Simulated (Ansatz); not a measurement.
A Li8CaCl10 cell: a random packing after short dynamics, relaxed.

```
Li Cl Ca
1.0
     7.90288    0.00830    0.02204
    -0.00871    7.25315   -0.03839
     0.01878   -0.03584    7.44104
Li Cl Ca
8 10 1
Direct
  0.45334 0.85803 0.60348
  0.95910 0.67842 0.50198
  0.63614 0.37980 0.25571
  0.18525 0.77180 0.01347
  0.44698 0.47997 0.85051
  0.14392 0.09934 0.28771
  0.75839 0.77901 0.89158
  0.27451 0.45182 0.41842
  0.93077 0.35803 0.39155
  0.78431 0.92901 0.59682
  0.11898 0.57127 0.76595
  0.19446 0.76333 0.32913
  0.96116 0.99288 0.02521
  0.53923 0.53721 0.53022
  0.46475 0.81618 0.92353
  0.73998 0.44412 0.95444
  0.26915 0.14034 0.59900
  0.35274 0.30313 0.14182
  0.95798 0.23151 0.74235
```

The calculation used DFT PBE, scalar-relativistic, plane waves, PAW (Ansatz 0.2.0).

Cutoff 420 eV; k points 3×3×3 on the computed 19-atom cell (Γ-centred); Gaussian smearing, width 0.02 eV; no spin polarisation.

Question: Describe its local order.

Answer: Counting as bonded all pairs within 1.2 times the summed covalent radii, but none from a metal cation to another cation:

```json
{"atom → neighbour": "Ca → Cl", "mean count": "6.00", "mean length (Å)": "2.77", "spread (Å)": "0.02"}
{"atom → neighbour": "Cl → Ca", "mean count": "0.60", "mean length (Å)": "2.77", "spread (Å)": "0.02"}
{"atom → neighbour": "Cl → Li", "mean count": "3.40", "mean length (Å)": "2.48", "spread (Å)": "0.10"}
{"atom → neighbour": "Li → Cl", "mean count": "4.25", "mean length (Å)": "2.48", "spread (Å)": "0.10"}
```

Angles between all pairs of such bonds at an atom (mean ± spread): 104 ± 30° at Ca, 106 ± 24° at Cl, 108 ± 24° at Li.

Question: Does it have a gap?

Answer: It has a gap on the mesh of 5.40 eV. Levels at Γ next to the Fermi level (eV from it): -3.06, -2.93, -2.89, -2.85, -2.75, -2.71, 2.70, 3.51, 3.57, 3.65, 4.28, 4.41. It lies 1.89 eV/atom below the elements' standard states (static lattices, no corrections for gases).

An odd mesh misses points on the zone edge, so a gap read on it can be too wide.

Cost: 2 runs of about 5.5 core-minutes in all (earlier runs that led there not counted), on Arm Neoverse N1 (shared hosts).